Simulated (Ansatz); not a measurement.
Molecule: singlet silylene, SiH2, net charge 0, singlet state. 
Structure (B3LYP-D3(BJ)/def2-TZVP (Ansatz, a program for electronic structure) minimum search):
```xyz
3

Si     0.0052     0.0009     0.1327
H     -0.0342     1.0849    -0.9366
H     -0.0389    -1.0973    -0.9218
```

Quantity: atomisation energy (electronic, to ground-state atoms), in kcal/mol. Cores are frozen in the correlated levels unless marked. Open shells are spin-unrestricted. No spin-orbit coupling. Non-relativistic. The coupled-cluster limit lacks core correlation, which all-electron functionals hold. Basis-set limits of correlation are two-point, X^-3; Hartree-Fock from the larger set (for Q and 5 zeta extrapolated as (X+1)exp(-9√X)).

```csv
level,program,atomisation energy (kcal/mol),minus last row,rough core time
HF/aug-cc-pV(Q+d)Z,Ansatz,110.6,-43.2,-
PBE-D3(BJ)/def2-TZVPD,Ansatz + dftd3,148.6,-5.2,under 20 s
HSE06/def2-TZVPD,Ansatz,147.4,-6.4,under 20 s
wB97X-V/def2-TZVPD,Ansatz,154.7,0.9,under 20 s
"MP2/CBS(cc-pV(Q+d)Z,cc-pV(5+d)Z)",Ansatz,148.1,-5.7,-
"RI-MP2/CBS(def2-TZVPP,def2-QZVPP)",Ansatz,147.8,-6.0,under 20 s
CCSD/cc-pV(D+d)Z,Ansatz,141.5,-12.3,-
CCSD/cc-pV(T+d)Z,Ansatz,149.3,-4.5,-
CCSD/cc-pV(Q+d)Z,Ansatz,151.8,-2.0,-
"CCSD(T)/CBS(cc-pV(Q+d)Z,cc-pV(5+d)Z)",Ansatz,153.8,0.0,27 s
```

Core times are rough, on shared machines, summed over the molecules involved; a dash marks a level read off another run, or run on other hardware, by another program or under a memory cap.

The Hartree-Fock reference is unstable (checked in the largest basis), which strains HF and MP2.
